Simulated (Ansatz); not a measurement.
Input for Ansatz (development build ahead of 0.2.0):

```yaml
crystal:
  periodic: [false, false, false]
  atoms:
    - { symbol: C, position_ang: [0.0, 0.0, 0.7622] }
    - { symbol: C, position_ang: [0.0, 0.0, -0.7622] }
    - { symbol: H, position_ang: [0.0, 1.019, 1.1572] }
    - { symbol: H, position_ang: [-0.8824, -0.5095, 1.1572] }
    - { symbol: H, position_ang: [0.8824, -0.5095, 1.1572] }
    - { symbol: H, position_ang: [0.0, -1.019, -1.1572] }
    - { symbol: H, position_ang: [-1.7649, 1.019, -1.5522] }
    - { symbol: H, position_ang: [0.8824, 0.5095, -1.1572] }
basis:
  gaussian: { orbitals: pcseg-2 }
magnetization:
  spin_polarized: true
hamiltonian:
  xc: r2scan
```

The input is written out in the form of the current development build from the run's settings.

Results

| Item | Value |
| --- | --- |
| Converged | yes |
| Total energy | -79.65522 hartree |
| Spin squared of the determinant | 0.460 |
| Stability test | minimum |

Caution: charge can spread falsely over distant fragments; the unrestricted determinant is spin contaminated.
